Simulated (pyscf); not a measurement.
O=Si(OH)–OH + HF → O=Si(OH)–OH + HF (concerted two-bond exchange; singlet surface; H–O, F–H broken, H–O, F–H formed). Structures and frequencies: ωB97X-D3(BJ)/def2-SVP in PySCF. MP2 and CC: frozen core, UHF for open shells. ΔMP2 is the change of the MP2 total energy from the triple- to the quadruple-zeta basis. Energies in kcal/mol from the separated reactants.

```tsv
level	barrier	reaction energy
ωB97X-D3(BJ)/def2-TZVP	-6.4	0.0
PBE/def2-TZVP	-10.5	0.0
B3LYP-D3(BJ)/def2-TZVP	-7.3	0.0
M06-2X/def2-TZVP	-8.1	0.0
ωB97M-D3(BJ)/def2-TZVP	___	0.0
HF/def2-TZVP	7.2	0.0
CCSD(T)/def2-TZVPP + ΔMP2(QZVPP)	___	0.0
```

What belongs in the gaps?


- ωB97M-D3(BJ)/def2-TZVP, barrier: -6.1
- CCSD(T)/def2-TZVPP + ΔMP2(QZVPP), barrier: -2.9

Of the functionals in the table, ωB97M-D3(BJ) is closest to CCSD(T)/def2-TZVPP + ΔMP2(QZVPP) in the barrier (3.2 kcal/mol apart) and PBE least close (7.6 kcal/mol); that level has limits of its own. On the reactant side the descent ends in a bound adduct, 16.5 kcal/mol under the separated species and 10.1 kcal/mol under the saddle at ωB97X-D3(BJ)/def2-TZVP. On the product side the descent ends in a bound adduct, 15.6 kcal/mol under the separated species and 9.3 kcal/mol under the saddle at ωB97X-D3(BJ)/def2-TZVP. At ωB97X-D3(BJ)/def2-TZVP, PBE, B3LYP-D3(BJ), M06-2X, ωB97M-D3(BJ)/def2-TZVP, CCSD(T) the saddle lies under the separated reactants, which points to a path from their complex (located at ωB97X-D3(BJ) alone). At ωB97X-D3(BJ)/def2-TZVP, PBE, B3LYP-D3(BJ), M06-2X, ωB97M-D3(BJ)/def2-TZVP, CCSD(T) the saddle lies under the separated products, which points to a path from their complex (located at ωB97X-D3(BJ) alone). One saddle was located; it need not be the lowest between these sides. The CCSD(T) − MP2 part came from Ansatz, without density fitting, on the same reference.
